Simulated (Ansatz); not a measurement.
Species: CHOS, charge 1, singlet. CHOS+ (SMILES [OH+]=C=S).
B3LYP-D3(BJ)/def2-TZVP minimum from Ansatz (a program for electronic structure):
```
C
O 1 1.2311
H 2 0.9839 1 119.87
S 1 1.4978 2 174.87 3 -180.00
```
Charge +1, spin multiplicity 1.

Total energies in cc-pV(T+d)Z, 16 correlated electrons, 7 frozen orbitals. Open shells are spin-unrestricted; no spin-orbit coupling. Cores are frozen in correlated methods. No relativity.

```tsv
method	program	energy (Eh)	minus CCSDT(Q) (mEh)
HF	Ansatz	-510.58194	584.60
MP2	Ansatz	-511.12579	40.74
CCSD	Ansatz	-511.13360	32.93
CCSD(T)	Ansatz	-511.16393	2.61
CCSDT(Q)	Ansatz	-511.16654	0.00
```

Rough core times of Ansatz's runs on a shared machine: CCSD(T) under 20 s, CCSDT(Q) 30 min.
